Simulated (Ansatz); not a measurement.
## SeBr⁻, singlet: vertical spin and charge gaps

Geometry (PBE0/def2-TZVPD stationary point for this spin):

```xyz
2

Se    0.0000    0.0000    0.0000
Br    0.0000    0.0000    2.3810
```

Basis aug-cc-pVDZ; Ansatz 0.2.0. Only valence electrons are correlated (noble-gas cores and the filled d shells of p-block atoms frozen). R marks a restricted (for open shells ROHF) determinant, U an unrestricted one. Active spaces: valence = (14e, 8o) chosen from the atoms' valence shells. No spin–orbit coupling is included, and no scalar relativity.

Gaps are energies of the second state less the first, at fixed atoms, for a selection of the levels run; each method lands on the state that its own search finds for that charge and spin.

Problem. PBE gives 2.570 eV for removing an electron, to the doublet. Estimate what UCCSDT(Q) gives in aug-cc-pVDZ.

Solution. UCCSDT(Q) in aug-cc-pVDZ gives 2.491 eV, so against it PBE is off by 0.079 eV, of which a good part can be the reference's own basis and frozen-core error.

| level | gap (eV) | error (meV) |
| --- | --- | --- |
| UHF | 1.879 | -612 |
| UMP2 | 2.585 | 94 |
| CISD | 2.390 | -101 |
| UCCSD | 2.488 | -3 |
| UCCSD(T) | 2.501 | 10 |
| BCCD(T) | 2.502 | 11 |
| UCCSDT | 2.491 | 0 |
| CASSCF (valence space) | 1.755 | -736 |
| NEVPT2 (valence space) | 2.290 | -201 |
| MRCISD (valence space) | 2.322 | -169 |
| MRCISD+Q (valence space) | 2.451 | -40 |
| r2SCAN | 2.631 | 140 |
| PBE0 | 2.664 | 173 |
| B3LYP | 2.695 | 204 |
| wB97M-V | 2.737 | 246 |
| B2PLYP | 2.612 | 121 |
| RPA-PBE | 2.521 | 30 |

In so small a basis the reference is far from its limit while semilocal and hybrid functionals are nearer theirs (RPA and double hybrids share part of the reference's basis error), so the functionals' errors here hold much of the reference's basis and frozen-core error, which can add to them or hide them.

Full CI isn't at hand for all of this; UCCSDT(Q) serves as the reference, and is uncertain by the last step of the cluster series or more. The frozen core follows each run's orbitals, which can shift R against U totals by a few meV for light atoms and by up to 0.1 eV past Ca.
